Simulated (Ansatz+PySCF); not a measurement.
# singlet C₆H₄: levels of theory in one basis

```yaml
atoms:
  - { symbol: C, position_ang: [0.0333, 0.5896, -1.2277] }
  - { symbol: C, position_ang: [0.0380, -0.6005, -1.2147] }
  - { symbol: C, position_ang: [0.0022, 1.5017, -0.1030] }
  - { symbol: C, position_ang: [0.0137, -1.4273, -0.1666] }
  - { symbol: C, position_ang: [-0.0255, 0.7116, 1.0126] }
  - { symbol: C, position_ang: [0.0487, -0.6997, 1.0437] }
  - { symbol: H, position_ang: [0.0099, 2.6001, -0.1481] }
  - { symbol: H, position_ang: [0.0429, -2.5574, -0.1558] }
  - { symbol: H, position_ang: [-0.0295, 1.2354, 2.0535] }
  - { symbol: H, position_ang: [0.0173, -1.1829, 2.0172] }
```

Basis set: def2-SVP (spherical functions). Frozen core: 6 orbitals. Charge 0, multiplicity 1.

Computed with Ansatz (development build ahead of 0.2.0); each method stands on the lowest determinant of its kind that the runs found. NEVPT2 correlates all electrons. Active spaces start from the frontier orbitals, and the lowest solution found is given.

```tsv
method	E − E(RHF) (eV)	<S²> of the determinant
RHF	0.00	0.00
UHF	-0.56	1.12
UHF-MP2	-19.44	1.12
CASSCF(8,8)	-3.53	–
SC-NEVPT2(8,8)	-21.59	–
```

(1) What does RHF-MP2 give on the same scale?

(2) Is a single determinant a sound starting point here?

## Answers

(1) -21.26 eV.

(2) It is doubtful. Unrestricted orbitals lower Hartree–Fock by 0.56 eV and <S²> is 1.12 where a pure state has 0.00, a sign of strong static correlation. The CASSCF(8,8) natural occupations are 1.96, 1.92, 1.89, 1.87, 0.13, 0.11, 0.08, 0.04.

Caution for RHF, RHF-MP2: an unrestricted determinant lies well below. Caution for UHF, UHF-MP2: the unrestricted determinant is a mixture of spin states. Caution for UHF-MP2: a plain start can end on a higher determinant; another reference gives a lower total. Caution for CASSCF(8,8), SC-NEVPT2(8,8): other starts end on other solutions of this active space.
